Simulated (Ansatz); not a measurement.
Species: singlet methylene, CH$_{2}$, charge 0, multiplicity 1. SMILES: [CH2]
Coordinates optimised at B3LYP-D3(BJ)/def2-TZVP (Ansatz, an electronic-structure program):
```xyz
3

C      0.0073     0.0003     0.1749
H     -0.0104     0.8611    -0.5267
H     -0.0333    -0.8629    -0.5227
```

Quantity: vertical electron affinity (to the doublet state of charge -1; a negative value means that the extra electron is unbound and the number depends on the basis; each state is the SCF solution reached for its spin; for the singlet the Hartree-Fock reference is unstable and T1 is 0.009), in eV. Valence correlation only, unless marked. UHF or UKS for open shells. Spin-orbit coupling is left out. Non-relativistic. Anions need diffuse functions: aug- sets have them; def2-D sets add few. CBS marks a two-point X^-3 extrapolation of the correlation energy; Hartree-Fock from the larger set.

```json
[
 {"level": "r2SCAN/def2-TZVPD", "program": "Ansatz", "vertical electron affinity (eV)": "(withheld)"},
 {"level": "BHLYP/def2-TZVPD", "program": "Ansatz", "vertical electron affinity (eV)": "(withheld)"},
 {"level": "wB97X/def2-TZVPD", "program": "Ansatz", "vertical electron affinity (eV)": "0.94"},
 {"level": "B2PLYP/def2-TZVPD", "program": "Ansatz", "vertical electron affinity (eV)": "0.94"},
 {"level": "SCS-MP2/aug-cc-pVTZ", "program": "Ansatz", "vertical electron affinity (eV)": "0.92"},
 {"level": "SCS-MP2/def2-TZVPPD", "program": "Ansatz", "vertical electron affinity (eV)": "0.76"},
 {"level": "SCS-MP2/def2-QZVPPD", "program": "Ansatz", "vertical electron affinity (eV)": "0.84"},
 {"level": "CCSD/def2-TZVPPD", "program": "Ansatz", "vertical electron affinity (eV)": "(withheld)"},
 {"level": "CCSD(T)/CBS(def2-TZVPPD,def2-QZVPPD)", "program": "Ansatz", "vertical electron affinity (eV)": "0.92"}
]
```

Task: Some entries are withheld; supply them.

Result: 
- r2SCAN/def2-TZVPD, vertical electron affinity (eV): 1.28
- BHLYP/def2-TZVPD, vertical electron affinity (eV): 0.81
- CCSD/def2-TZVPPD, vertical electron affinity (eV): 0.73
